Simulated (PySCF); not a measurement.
**Atomic charges against the basis set**

Compound: C4H12NP.
Atom-mapped SMILES: `[CH3:1][N:2]([CH3:3])[P:4]([CH3:5])[CH3:6]` (hydrogens: H7, H8, H9 on C1; H10, H11, H12 on C3; H13, H14, H15 on C5; H16, H17, H18 on C6)

PBE0 throughout (PySCF), one geometry, spherical d and f functions. One conformer (not necessarily the lowest) at the PBE0-D3(BJ)/def2-SVP geometry, without solvent, vibrations or thermal averaging. Atoms taken as equivalent share a column and are averaged.

Mulliken charges (e):

```csv
basis,functions,C1/C3,N2,P4,C5/C6,H7 (×6),H13 (×6)
STO-3G,46,-0.159,-0.368,+0.519,-0.370,+0.074,+0.077
6-31G,82,-0.335,-0.696,+0.758,-0.783,+0.167,+0.196
6-31G*,112,-0.387,-0.534,+0.574,-0.741,+0.171,+0.198
def2-SVP,148,+0.066,-0.555,+0.267,-0.257,+0.036,+0.076
"6-311+G(2d,p)",242,-0.453,-0.043,+0.399,-0.666,+0.141,+0.172
def2-TZVP,264,-0.323,-0.189,+0.183,-0.451,+0.121,+0.137
```

IAO charges (e):

```json
{"basis": "STO-3G", "functions": "46", "C1/C3": "-0.322", "N2": "-0.346", "P4": "+0.588", "C5/C6": "-0.560", "H7 (×6)": "+0.123", "H13 (×6)": "+0.131"}
{"basis": "6-31G", "functions": "82", "C1/C3": "-0.330", "N2": "-0.411", "P4": "+0.525", "C5/C6": "-0.612", "H7 (×6)": "+0.136", "H13 (×6)": "+0.159"}
{"basis": "6-31G*", "functions": "112", "C1/C3": "-0.301", "N2": "-0.441", "P4": "+0.596", "C5/C6": "-0.607", "H7 (×6)": "+0.128", "H13 (×6)": "+0.149"}
{"basis": "def2-SVP", "functions": "148", "C1/C3": "-0.291", "N2": "-0.438", "P4": "+0.601", "C5/C6": "-0.599", "H7 (×6)": "+0.124", "H13 (×6)": "+0.146"}
{"basis": "6-311+G(2d,p)", "functions": "242", "C1/C3": "-0.311", "N2": "-0.456", "P4": "+0.620", "C5/C6": "-0.627", "H7 (×6)": "+0.132", "H13 (×6)": "+0.153"}
{"basis": "def2-TZVP", "functions": "264", "C1/C3": "-0.310", "N2": "-0.459", "P4": "+0.632", "C5/C6": "-0.630", "H7 (×6)": "+0.131", "H13 (×6)": "+0.153"}
```

Some averages cover members that differ in this geometry, most widely: H7 (×6), IAO in 6-31G +0.112 to +0.150; H7 (×6), IAO in 6-311+G(2d,p) +0.108 to +0.144; H7 (×6), IAO in def2-TZVP +0.108 to +0.143; H7 (×6), IAO in def2-SVP +0.101 to +0.136 e.

Which scheme is steadiest as the basis changes?

Largest range over the bases for any column: IAO 0.11 e, Mulliken 0.65 e. IAO charges move least and Mulliken charges most, counted in e. Without the minimal STO-3G basis the ranges are IAO 0.11, Mulliken 0.65 e.

How much do the charges still move between the two largest bases, 6-311+G(2d,p) and def2-TZVP?

At most, over all atoms: Mulliken 0.216 e, IAO 0.012 e.

What do the same runs give for the total energy, the frontier levels and the dipole moment?

```tsv
basis	energy (Eh)	HOMO (eV)	LUMO (eV)	μ (D)
STO-3G	-548.9387	-2.53	6.83	0.30
6-31G	-555.2321	-5.23	1.63	0.72
6-31G*	-555.3272	-5.33	1.49	0.84
def2-SVP	-555.0904	-5.45	1.51	0.71
6-311+G(2d,p)	-555.4257	-5.60	0.21	0.90
def2-TZVP	-555.4449	-5.57	1.02	0.84
```

The dipole is fixed by the density alone, so its range of 0.60 D shows that the density itself changes with the basis, not only its division among atoms.
